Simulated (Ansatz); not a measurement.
**CH5AlO (SMILES [CH3][AlH][OH]): methods side by side**

The species is CH5AlO (8 atoms), meant as a singlet with charge 0. SMILES: `[CH3][AlH][OH]`. The shape was relaxed beforehand at PBE0/def2-SVP. This is one conformer, not always the lowest.

Each level gives the adiabatic electron affinity (to the doublet anion, shapes relaxed at PBE0/def2-SVP, no zero-point term) (eV). The values are calculated.

The electron affinity is E(neutral) − E(anion): positive where the electron is bound.

| level | kind | program | value (eV) |
| --- | --- | --- | --- |
| HF/def2-TZVP | Hartree–Fock | Ansatz | -0.72 |
| PBE/def2-TZVP | GGA | Ansatz | -0.24 |
| r2SCAN/def2-TZVP | meta-GGA | Ansatz | -0.21 |
| B3LYP/def2-TZVP | global hybrid | Ansatz | -0.29 |
| MP2/def2-TZVP | perturbation theory | Ansatz | -0.46 |

The values span -0.72 to -0.21 eV. Negative values mean that the anion is unbound at that level; they are set by how diffuse the basis is and aren't properties of the molecule, whose anion may well be bound.
